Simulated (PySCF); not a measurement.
Calculation: PySCF with PBE0-D3(BJ)/def2-TZVP. Gas-phase values, no solvent. One relaxed conformer stands for a flexible species; it need not be the lowest. 

Reference species (SMILES): `[In]([SH])[SH]` (H–S–In–S torsion 2°, S–In–S–H torsion 2°) (neutral, multiplicity 2).

The highest occupied spin orbital is -6.33 eV.

Changed species: `[SH]` (radical fragment; the reference has radical fragment).

Task: What does the change do to the highest occupied spin orbital?

Result: the highest occupied spin orbital falls by 1.08 eV, to -7.41 eV.
